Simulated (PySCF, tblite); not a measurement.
**Complex of hydrogen cyanide and water**

A gas-phase complex of hydrogen cyanide and water; neutral, singlet. The structure comes from a short search (6 tight-binding starts) and was relaxed by PBE0-D3(BJ)/def2-TZVPD; another way of binding may lie lower. Frequencies by PBE0-D3(BJ)/def2-TZVPD show no clear imaginary mode.

| part | name | SMILES | atoms | charge | multiplicity |
| --- | --- | --- | --- | --- | --- |
| 1 | hydrogen cyanide | C#N | 1–3 | 0 | 1 |
| 2 | water | O | 4–6 | 0 | 1 |

Coordinates in Å:
```
C1      0.151   -0.046   -0.034
N2      1.255    0.169   -0.259
H3     -0.887   -0.244    0.181
O4     -2.836   -0.565    0.593
H5     -3.197   -0.763    1.460
H6     -3.583   -0.284    0.060
```

Contacts between parts, classed by geometry: H3···O4 2.018 Å (C–H hydrogen bond, 179°).

Interaction energies are complex less parts, with the parts frozen as they stand in it; counterpoise-corrected, in kcal/mol (PySCF). The CCSD(T) estimate is Hartree-Fock/aug-cc-pVQZ, plus the MP2 correlation part extrapolated as X⁻³ from aug-cc-pVTZ and aug-cc-pVQZ, plus CCSD(T) less MP2 in aug-cc-pVDZ; noble-gas cores are frozen. It isn't the exact limit.

**Question.** How strongly do the parts interact, level by level?

**Answer.** 
```
                         level  interaction  superposition error removed
      Hartree-Fock/aug-cc-pVQZ        -4.59                            -
       wB97M-D3(BJ)/def2-TZVPD        -5.25                        -0.08
        PBE0-D3(BJ)/def2-TZVPD        -5.51                        -0.08
               MP2/aug-cc-pVQZ        -5.10                        -0.22
CCSD(T), estimated basis limit        -5.10                            -
```

**Question.** What holds them together? Decompose the wB97M-D3(BJ)/def2-TZVPD energy: frozen parts, their antisymmetrised product, then relaxation.

**Answer.** electrostatic -7.6, Pauli repulsion +5.6, orbital relaxation -2.7, dispersion correction -0.6 kcal/mol, which sum to the value before the counterpoise correction; the Pauli term holds the exchange-correlation of the frozen density too. Of the attraction, 69 % is electrostatic, 25 % is orbital relaxation, 5 % is dispersion correction.

The parts were also relaxed and run alone, at the levels used for the complex: vibrations by PBE0-D3(BJ)/def2-TZVPD; shieldings by PBE0/pcSseg-2; core levels by delta-SCF with SCAN, pcX-2 on the ionised atom and pcseg-1 elsewhere, spin-free X2C.

Values alone: C1–H3 bond (Å): 1.069; stretch carried by H3 (cm⁻¹, harmonic): 3457; its infrared intensity (km/mol): 67; shielding of H3 (ppm): 29.01; shielding of O4 (ppm): 329.1; shielding of C1 (ppm): 71.5; C1 1s core level (eV): 293.41; N2 1s core level (eV): 406.64; O4 1s core level (eV): 539.76.

**Question.** What does binding change?

**Answer.** 
| property | alone | in the complex | change |
| --- | --- | --- | --- |
| C1–H3 bond (Å) | 1.069 | 1.079 | +0.010 |
| stretch carried by H3 (cm⁻¹, harmonic) | 3457 | 3319 | -138 |
| its infrared intensity (km/mol) | 67 | 376 |  |
| shielding of H3 (ppm) | 29.01 | 26.54 | -2.47 |
| shielding of O4 (ppm) | 329.1 | 320.4 | -8.7 |
| shielding of C1 (ppm) | 71.5 | 66.3 | -5.1 |
| C1 1s core level (eV) | 293.41 | 292.50 | -0.92 |
| N2 1s core level (eV) | 406.64 | 405.81 | -0.83 |
| O4 1s core level (eV) | 539.76 | 540.62 | +0.86 |

The core-hole states of C1, N2 are spin-contaminated (⟨S²⟩ 0.84, 0.83 against 0.75 for a pure doublet), so those values and differences from them are less sure.

**Question.** What are the binding energy from relaxed parts (wB97M-D3(BJ)/def2-TZVPD), and ΔH and ΔG of association at 298.15 K and 1 atm?

**Answer.** -5.17 kcal/mol, -4.12 with zero-point energy; ΔH -4.1 and ΔG +1.7 kcal/mol, from harmonic vibrations by PBE0-D3(BJ)/def2-TZVPD with low modes damped.
